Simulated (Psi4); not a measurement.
Psi4 input (wB97X-D/6-31G*):

```
memory 1500 MB

molecule {
0 1
C     0.00789300    0.76166900   -0.01439200
C    -0.00789300   -0.76166900    0.01439200
O     1.03758700    1.37942600   -0.02599300
H    -0.99194700    1.23600300   -0.02342400
O    -1.03758700   -1.37942600    0.02599300
H     0.99194700   -1.23600300    0.02342400
symmetry c1
no_reorient
no_com
}

set {
  basis 6-31G*
  reference rks
  scf_type pk
  dft_radial_points 99
  dft_spherical_points 590
  e_convergence 1e-8
  d_convergence 1e-7
  maxiter 150
}

e = energy('wb97x-d')
print_out(f'\nFINAL {e:.10f} DIPOLE {variable("CURRENT DIPOLE")[0]:.6f} {variable("CURRENT DIPOLE")[1]:.6f} {variable("CURRENT DIPOLE")[2]:.6f}\n')
```

From the output:

```

    Doubly Occupied:

       1A    -19.315149     2A    -19.315149     3A    -10.417420
       4A    -10.417204     5A     -1.197153     6A     -1.182933
       7A     -0.807228     8A     -0.697099     9A     -0.592811
      10A     -0.581614    11A     -0.545947    12A     -0.540129
      13A     -0.482258    14A     -0.416891    15A     -0.349277

    Virtual:

      16A     -0.035045    17A      0.106289    18A      0.188431
      19A      0.233623    20A      0.274227    21A      0.367421
      22A      0.376116    23A      0.580124    24A      0.649325
      25A      0.651777    26A      0.685850    27A      0.748082
      28A      0.783421    29A      0.879037    30A      0.880335
      31A      0.906706    32A      0.920158    33A      1.025638
      34A      1.028904    35A      1.056760    36A      1.130245
      37A      1.143415    38A      1.202387    39A      1.391408
      40A      1.476989    41A      1.538527    42A      1.611747
      43A      1.622069    44A      1.769983    45A      1.777617
      46A      1.820238    47A      1.854023    48A      1.952144
      49A      2.030811    50A      2.119899    51A      2.216508
      52A      2.223914    53A      2.392377    54A      2.448041
      55A      2.639246    56A      2.644611    57A      2.905497
      58A      2.927838    59A      3.045818    60A      3.075888
      61A      3.825199    62A      3.987507    63A      4.097979
      64A      4.394201

    Final Occupation by Irrep:
              A
    DOCC [    15 ]
    NA   [    15 ]
    NB   [    15 ]

  @RKS Final Energy:  -227.74188967923962

   => Energetics <=

    Nuclear Repulsion Energy =            102.0877407899653662
    One-Electron Energy =                -512.3323793410557982
    Two-Electron Energy =                 202.4762539698438673
    DFT Exchange-Correlation Energy =     -19.9726729704748607
    Empirical Dispersion Energy =          -0.0008321275181963
    VV10 Nonlocal Energy =                  0.0000000000000000
    Total Energy =                       -227.7418896792396197

Computation Completed

Properties will be evaluated at   0.000000,   0.000000,   0.000000 [a0]

Properties computed using the SCF density matrix

 Multipole Moments:

 ------------------------------------------------------------------------------------
     Multipole            Electronic (a.u.)      Nuclear  (a.u.)        Total (a.u.)
 ------------------------------------------------------------------------------------

 L = 1.  Multiply by 2.5417464519 to convert [e a0] to [Debye]
 Dipole X            :         -0.0000000            0.0000000           -0.0000000
 Dipole Y            :          0.0000000           -0.0000000            0.0000000
 Dipole Z            :          0.0000000           -0.0000000            0.0000000
 Magnitude           :                                                    0.0000000

 ------------------------------------------------------------------------------------

FINAL -227.7418896792 DIPOLE -0.000000 0.000000 0.000000

*** Psi4 exiting successfully. Buy a developer a beer!
```

The geometry given is a B3LYP-D3(BJ)/def2-TZVP minimum.
